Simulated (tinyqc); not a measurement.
Orbital energy against energy difference: ionisation energy by orbital energies and by energy differences in the cc-pvdz basis, for HF, spin multiplicity 1. Computed by the program tinyqc with PySCF. 

Geometry (angstrom):
```
atom,x,y,z
F,0.0000,0.0000,0.0000
H,0.0000,0.0000,0.9020
```

CCSD(T) difference in the same basis = 15.5017 eV

IP-EOM-CCSD = 15.2658 eV

The cation is unrestricted; errors are against CCSD(T) in this basis, not against experiment.

First vertical ionisation energy (eV):
```
method,-e(HOMO),E(cation) - E,error of -e(HOMO),error of the difference
HF,17.1543,14.228793,1.6526,-1.2729
LDA,8.4691,16.245622,-7.0326,0.7439
PBE,8.3430,15.824763,-7.1586,0.3231
B3LYP,10.3887,15.875508,-5.1130,0.3738
PBE0,10.8317,15.747008,-4.6700,0.2453
CAM-B3LYP,12.3374,15.865176,-3.1642,0.3635
LC-wPBE,13.6844,15.928423,-1.8173,0.4267
```

Koopmans errs by +1.65 eV and Delta-HF by -1.27 eV: relaxation, 2.93 eV, lowers the value and the missing correlation difference works against it. The PBE level is off by -7.2 eV through the wrong tail of its potential, though its energy difference is off by +0.32 eV; exact exchange deepens the level, and among the orbital energies HF comes closest; among the differences PBE0 does.
